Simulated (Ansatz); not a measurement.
Geometry optimisation, RKS CAM-B3LYP/def2-SVP in Ansatz.

Input file:

```yaml
crystal:
  periodic: [false, false, false]
  atoms:
    - { symbol: Si, position_ang: [0.0, 0.0, 0.0] }
    - { symbol: C, position_ang: [0.0, 0.0, 1.87] }
    - { symbol: H, position_ang: [-0.9996, -0.3092, 2.2405] }
    - { symbol: H, position_ang: [0.7676, -0.7111, 2.2405] }
    - { symbol: H, position_ang: [0.232, 1.0203, 2.2405] }
    - { symbol: H, position_ang: [1.3768, 0.0, -0.4862] }
    - { symbol: H, position_ang: [-0.6877, 1.1914, -0.4862] }
    - { symbol: H, position_ang: [-0.6877, -1.1914, -0.4862] }
basis:
  gaussian: { orbitals: def2-SVP }
hamiltonian:
  xc: cam_b3lyp
relax:
  f_tol: 0.02
  max_steps: 40
```

Run as:

```bash
$ ansatz run input.yaml --threads 1 --pin off --max-ram 2048MiB --backend cpu --events-out ev --progress --plain --runs-dir out
```

**Question.** Where does it end, and by what steps?

**Answer.** The forces met the threshold. The force dipped under the threshold on the way, but the program's further checks kept it going. After 6 steps the energy has fallen by 0.062 eV; H5 moved furthest, 0.21 Å.

```csv
step,energy less start (eV),largest force component (eV/Å),accepted
0,0.0000,0.577,yes
1,-0.0504,0.143,yes
2,-0.0569,0.036,yes
3,-0.0610,0.054,yes
4,-0.0590,0.320,no
5,-0.0615,0.017,yes
6,-0.0618,0.009,yes
```

```xyz
8
Properties=species:S:1:pos:R:3
Si 0.000 0.000 0.003
C 0.000 0.000 1.881
H -1.022 -0.106 2.273
H 0.603 -0.832 2.274
H 0.419 0.939 2.273
H 1.387 0.149 -0.523
H -0.822 1.127 -0.524
H -0.564 -1.275 -0.524
```

Whether the end is a true minimum wasn't checked by a vibrational analysis.

Time of the run: 7.3 s on 1 thread of Intel(R) Xeon(R) 6975P-C (Granite Rapids), on a shared host, peak memory 0.13 GiB.
